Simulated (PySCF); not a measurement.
## Frontier orbitals and the lowest excitations

Species: H₂S₃.
Geometry (PBE0-D3(BJ)/def2-SVP, Å), atoms numbered from 1 in this order:
```
atom  x, y, z in Å
S1     0.617    0.168    1.552
S2     0.186    0.999   -0.298
S3    -0.676   -0.488   -1.456
H4     1.831   -0.352    1.247
H5    -1.958   -0.327   -1.045
```

Method used: PySCF 2.14.0, density-fitted response routines, TDDFT CAM-B3LYP/def2-SVPD, vertical, gas phase, core orbitals frozen in the response.

Frontier orbitals with the atoms that hold most of them (Löwdin shares over 4%, at most four atoms; ? is withheld):

| orbital | ε (eV) | atoms |
| --- | --- | --- |
| LUMO+2 | 0.55 | S3 29%, S1 29%, S2 19%, H5 12% |
| LUMO+1 | 0.06 | S2 43%, S3 26%, S1 26% |
| LUMO | -0.61 | ? |
| HOMO | -8.90 | S1 39%, S3 39%, S2 15% |
| HOMO-1 | -9.00 | ? |
| HOMO-2 | -9.20 | S3 36%, S1 36%, S2 23% |
| HOMO-3 | -11.89 | S2 36%, S3 29%, S1 29% |

(1) Give the leading atoms of the HOMO-1.

(2) Which atoms hold the LUMO, and with what shares?

(3) The HOMO–LUMO gap is 8.29 eV. Where does the response calculation put the lowest singlet, and from which orbitals?

(4) Give energy, strength and leading configuration of S1, S2, S3 and S4, and follow the Löwdin shares of the leading atoms from the occupied to the empty orbital.

## Answers

(1) S2 (bonded to 2 S) 55%; S3 (bonded to S and H) 18%; S1 (bonded to S and H) 18%.

(2) S2 (bonded to 2 S) 34%; S1 (bonded to S and H) 30%; S3 (bonded to S and H) 30%.

(3) S1 is at 4.57 eV (f = 0.0030), 3.72 eV below the gap, made of HOMO→LUMO (77%), HOMO-1→LUMO (14%). 

(4) 
- S1 (4.57 eV, f 0.0030), HOMO→LUMO (77%): S1 39% → 30%, S3 39% → 30%, S2 15% → 34%
- S2 (4.74 eV, f 0.018), HOMO-1→LUMO (78%): S2 55% → 34%, S3 18% → 30%, S1 18% → 30%
- S3 (4.87 eV, f 0.010), HOMO-2→LUMO (76%): S3 36% → 30%, S1 36% → 30%, S2 23% → 34%
- S4 (5.14 eV, f 0.0006), HOMO-1→LUMO+1 (74%): S2 55% → 43%, S3 18% → 26%

Löwdin shares depend on the basis, the more so with diffuse functions.

One conformer stands for the species.
